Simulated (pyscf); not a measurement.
Optimised with ωB97X-D3(BJ)/def2-SVP in PySCF. MP2 and CC: frozen core, UHF for open shells. ΔMP2 is the change of the MP2 total energy from the triple- to the quadruple-zeta basis.

What is the homolytic dissociation enthalpy (298 K, CCSD(T)/def2-TZVPP + ΔMP2(QZVPP)) of the C–Si bond of H₃C–O–SiH₂–CH₃ (SMILES CO[SiH2]C), to H₃C–O–SiH₂• + CH₃•?

C–Si to H₃C–O–SiH₂• + CH₃•: 91.4 kcal/mol. H₃C–O–SiH₂–CH₃ lies 8.9 kcal/mol over its isomer H₃C–CH₂–SiH₂–OH, and others may lie lower still (electronic energy, ωB97M-D3(BJ)). Other isomers of H₃C–O–SiH₂• were not searched in full and may lie lower. The CCSD(T) − MP2 part came from Ansatz, without density fitting, on the same reference.
